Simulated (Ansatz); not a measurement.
# BN (boron nitride): levels of theory compared

Wanted: a comparison of 6 runs (UHF/3-21G, U-r2SCAN/cc-pVTZ, U-wB97M-V/cc-pVTZ, UCAM-B3LYP/cc-pVTZ, UPBE-QIDH/cc-pVTZ, RPA@PBE0/cc-pVTZ) of BN (boron nitride). 

The results are computed with Ansatz 0.2.0.

32 further runs of the same task are left out: 32 set aside as unsound or not needed.

### 1 The molecule

BN has 2 atoms, charge 0, and is taken as a triplet. SMILES: `B#N`. The B1–N2 distance was set to 2.894 Å, away from the relaxed value.

### 2 A single-point energy at UHF/3-21G (run 1)

Contents of run.yaml:

```yaml
basis:
  gaussian: {orbitals: 3-21G.json}
crystal:
  periodic: [false, false, false]
  atoms:
    - symbol: B
      position_ang: [-0.000000, -0.000000, -1.602050]
    - symbol: N
      position_ang: [0.000000, 0.000000, 1.291950]
magnetization: {spin_polarized: true, initial_magnetization: 2}
hamiltonian: {xc: hf}
accuracy: high
output: {orbitals: {seedname: orbitals}}
```

The basis set 3-21G is read from a file made from the Basis Set Exchange's data (not shown).

Launch:

```
ansatz run run.yaml --threads 1 --pin off --max-ram 3480MiB --events-out events.jsonl --progress --plain --runs-dir runs
```

What it wrote:

```text
Warning: RAYON_NUM_THREADS=1 ignored (pool sized by the plan → 1); use --threads N
Functional definition: HF
  name "HF"
  exchange = exact_x
  correlation = 0
370 factors; integrals over basis functions are off by at most 2.5e-9 eV
mean field evaluation 1: about -2130.0720 eV, gradient 1.4e1 eV
mean field evaluation 2: about -2130.0733 eV, gradient 1.4e1 eV
mean field evaluation 4: about -2133.9178 eV, gradient 6.5e0 eV
mean field evaluation 8: about -2135.9360 eV, gradient 2.7e-1 eV
mean field evaluation 16: about -2135.9356 eV, gradient 2.2e-8 eV
mean field evaluation 32: about -2135.9640 eV, gradient 3.4e-7 eV
mean field evaluation 64: about -2135.9337 eV, gradient 1.4e-1 eV
mean field evaluation 96: about -2135.8935 eV, gradient 8.5e-1 eV
mean field evaluation 128: about -2135.9520 eV, gradient 8.0e-1 eV
mean field evaluation 160: about -2131.9618 eV, gradient 6.3e-1 eV
mean field evaluation 192: about -2129.2335 eV, gradient 7.6e0 eV
mean field -2135.96396838 eV, -78.4952280294 hartree, gradient 5.2e-9 eV, S^2 3.007121; 4 other end points of the search recorded, 0 dependent functions left out
reference -2135.96396838 eV, -78.4952280294 hartree; 7, 5 occupied and 11, 13 virtual orbitals, 370 factors
Total energy: -2135.96396838 eV, -78.4952280294 hartree
```

It took 0.26 s on 1 thread of Arm Neoverse V1, shared host.

### 3 A single-point energy at U-r2SCAN/cc-pVTZ (run 2)

Contents of molecule.yaml:

```yaml
crystal:
  periodic: [false, false, false]
  atoms:
    - {symbol: B, position_ang: [-0.000000, -0.000000, -1.602050]}
    - {symbol: "N", position_ang: [0.000000, 0.000000, 1.291950]}
basis:
  gaussian:
    orbitals: cc-pVTZ
accuracy: high
output: {orbitals: {seedname: orbitals}}
magnetization:
  spin_polarized: true
  initial_magnetization: 2
hamiltonian:
  xc: {name: r2SCAN}
```

Launch:

```
ansatz run molecule.yaml --threads 1 --pin off --max-ram 3480MiB --events-out events.jsonl --progress --plain --runs-dir runs
```

What it wrote:

```text
Warning: RAYON_NUM_THREADS=1 ignored (pool sized by the plan → 1); use --threads N
Functional definition: r2SCAN
  name "r2SCAN"
  parameter k0 = 0.174
  parameter k1 = 0.065
  parameter a1 = 4.9479
  exchange = r2scan_x(k0 = k0, k1 = k1, a1 = a1)
  correlation = r2scan_c
774 factors; integrals over basis functions are off by at most 3.1e-9 eV
mean field evaluation 1: about -2148.7899 eV, gradient 2.7e1 eV
mean field evaluation 2: about -1959.5287 eV, gradient 9.0e1 eV
mean field evaluation 4: about -2155.1231 eV, gradient 8.0e0 eV
mean field evaluation 8: about -2155.8720 eV, gradient 4.4e-1 eV
mean field evaluation 16: about -2155.8706 eV, gradient 6.9e-4 eV
mean field evaluation 32: about -2155.8706 eV, gradient 6.4e-8 eV
mean field evaluation 64: about -2155.8706 eV, gradient 7.5e-8 eV
mean field evaluation 96: about -2155.8706 eV, gradient 4.1e-8 eV
mean field -2155.87060415 eV, -79.2267834011 hartree, gradient 4.1e-8 eV, S^2 2.735184; 6 other end points of the search recorded, 0 dependent functions left out
reference -2155.87060617 eV, -79.2267834751 hartree; 7, 5 occupied and 53, 55 virtual orbitals, 774 factors
Total energy: -2155.87060617 eV, -79.2267834751 hartree
```

Wall time 14 s (1 thread of Arm Neoverse V1, shared host); peak memory 0.16 GiB.

Run 3 isn't shown in full; the table further down has it.

### 4 A single-point energy at UCAM-B3LYP/cc-pVTZ (run 4)

Contents of molecule.yaml:

```yaml
crystal:
  periodic: [false, false, false]
  atoms:
    - symbol: B
      position_ang: [-0.000000, -0.000000, -1.602050]
    - symbol: N
      position_ang: [0.000000, 0.000000, 1.291950]
basis:
  gaussian:
    orbitals: cc-pVTZ
magnetization:
  spin_polarized: true
  initial_magnetization: 2
hamiltonian:
  xc: {name: CAM-B3LYP}
accuracy: high
output: {orbitals: {seedname: orbitals}}
```

Launch:

```
ansatz run molecule.yaml --threads 1 --pin off --max-ram 3480MiB --events-out events.jsonl --progress --plain --runs-dir runs
```

What it wrote:

```text
Warning: RAYON_NUM_THREADS=1 ignored (pool sized by the plan → 1); use --threads N
Functional definition: CAM-B3LYP
  name "CAM-B3LYP"
  parameter alpha = 0.19
  parameter beta = 0.46
  parameter omega = 0.33/bohr
  parameter ac = 0.81
  exchange = (1 - alpha - beta)*b88_x + beta*b88_x_sr(omega) + alpha*exact_x + beta*exact_x_lr(omega)
  correlation = (1 - ac)*vwn5_c + ac*lyp_c
774 factors; integrals over basis functions are off by at most 3.1e-9 eV
240 factors; integrals over basis functions are off by at most 1.6e-9 eV
mean field evaluation 1: about -2149.8388 eV, gradient 2.5e1 eV
mean field evaluation 2: about -2045.1573 eV, gradient 8.5e1 eV
mean field evaluation 4: about -2154.6964 eV, gradient 7.3e0 eV
mean field evaluation 8: about -2154.8703 eV, gradient 4.5e0 eV
mean field evaluation 16: about -2155.9612 eV, gradient 7.0e-8 eV
mean field evaluation 32: about -2155.9612 eV, gradient 1.3e-4 eV
mean field -2155.96117324 eV, -79.2301117535 hartree, gradient 2.6e-8 eV, S^2 2.796934; 2 other end points of the search recorded, 0 dependent functions left out
reference -2155.96118702 eV, -79.2301122601 hartree; 7, 5 occupied and 53, 55 virtual orbitals, 774 factors
Total energy: -2155.96118702 eV, -79.2301122601 hartree
```

Wall time 3.9 s (1 thread of Arm Neoverse V1, shared host); peak memory 0.13 GiB.

Run 5 isn't shown in full; the table further down has it.

### 5 A single-point energy at RPA@PBE0/cc-pVTZ (run 6)

Contents of molecule.yaml:

```yaml
crystal:
  periodic: [false, false, false]
  atoms:
    - {symbol: B, position_ang: [-0.000000, -0.000000, -1.602050]}
    - {symbol: "N", position_ang: [0.000000, 0.000000, 1.291950]}
basis:
  gaussian: {orbitals: cc-pVTZ}
magnetization: {spin_polarized: true, initial_magnetization: 2}
accuracy: high
correlation: {method: rpa, frozen_orbitals: {B: 1, "N": 1}}
hamiltonian: {xc: {name: PBE0}}
```

Launch:

```
ansatz run molecule.yaml --threads 1 --pin off --max-ram 3480MiB --events-out events.jsonl --progress --plain --runs-dir runs
```

What it wrote:

```text
Warning: RAYON_NUM_THREADS=1 ignored (pool sized by the plan → 1); use --threads N
Functional definition: PBE0
  name "PBE0"
  parameter a = 0.25
  parameter kappa = 0.804
  parameter beta = 0.06672455060314922
  exchange = (1 - a)*pbe_x(kappa = kappa, mu = beta*pi^2/3) + a*exact_x
  correlation = pbe_c(beta = beta)
774 factors; integrals over basis functions are off by at most 3.1e-9 eV
mean field evaluation 1: about -2148.1207 eV, gradient 2.5e1 eV
mean field evaluation 2: about -2148.1201 eV, gradient 2.5e1 eV
mean field evaluation 4: about -2128.8184 eV, gradient 6.1e1 eV
mean field evaluation 8: about -2154.1491 eV, gradient 3.4e0 eV
mean field evaluation 16: about -2154.3240 eV, gradient 2.4e-3 eV
mean field evaluation 32: about -2154.3116 eV, gradient 1.1e0 eV
mean field evaluation 64: about -2154.3243 eV, gradient 4.5e-2 eV
mean field evaluation 96: about -2080.1008 eV, gradient 6.6e1 eV
mean field -2154.32398639 eV, -79.1699462465 hartree, gradient 1.2e-8 eV, S^2 2.762742; 5 other end points of the search recorded, 0 dependent functions left out
2 core orbitals not correlated: weight in the atoms' cores, before any rotation towards them, 1.000 or more for the frozen orbitals, at most 0.000 for the correlated occupied ones
reference -2147.32795284 eV, -78.9128467556 hartree; 5, 3 occupied and 53, 55 virtual orbitals, 774 factors
Total energy: -2155.48567826 eV, -79.2126376355 hartree
```

Wall time 5.1 s (1 thread of Arm Neoverse V1, shared host); peak memory 0.15 GiB.

### 6 Overview of the runs

| run | level | frozen core orbitals | energy (Eh) | HOMO energy (eV) | LUMO energy (eV) | ⟨S²⟩ | wall time |
| --- | --- | --- | --- | --- | --- | --- | --- |
| 1 | UHF/3-21G | – | -78.495228 | -8.27 | 1.56 | 3.007 | 0.26 s |
| 2 | U-r2SCAN/cc-pVTZ | – | -79.226783 | -5.16 | -3.73 | 2.735 | 14 s |
| 3 | U-wB97M-V/cc-pVTZ | – | -79.249050 | -7.43 | -0.73 | 2.786 | 24 s |
| 4 | UCAM-B3LYP/cc-pVTZ | – | -79.230112 | -7.08 | -1.64 | 2.797 | 3.9 s |
| 5 | UPBE-QIDH/cc-pVTZ | 2 | -79.157147 | -7.49 | -0.51 | 2.912 | 6 s |
| 6 | RPA@PBE0/cc-pVTZ | 2 | -79.212638 | – | – | 2.763 | 5.1 s |

### 7 Summary of results

| quantity | value |
| --- | --- |
| run 6: total energy | -79.21264 Eh |
| run 6: RPA correlation energy (valence) | -299.8 mEh |
| run 6: ⟨S²⟩ of the reference determinant | 2.763 |

Totals of different functionals can't be ranked against each other. Spin contamination of the reference: run 1 ⟨S²⟩ = 3.01, run 5 ⟨S²⟩ = 2.91, run 4 ⟨S²⟩ = 2.80, run 3 ⟨S²⟩ = 2.79, run 6 ⟨S²⟩ = 2.76, run 2 ⟨S²⟩ = 2.74. Where it is this large, the reference is a mixture of spin states, and values that rest on it are in doubt. All runs together took 53 s, the longest 24 s.
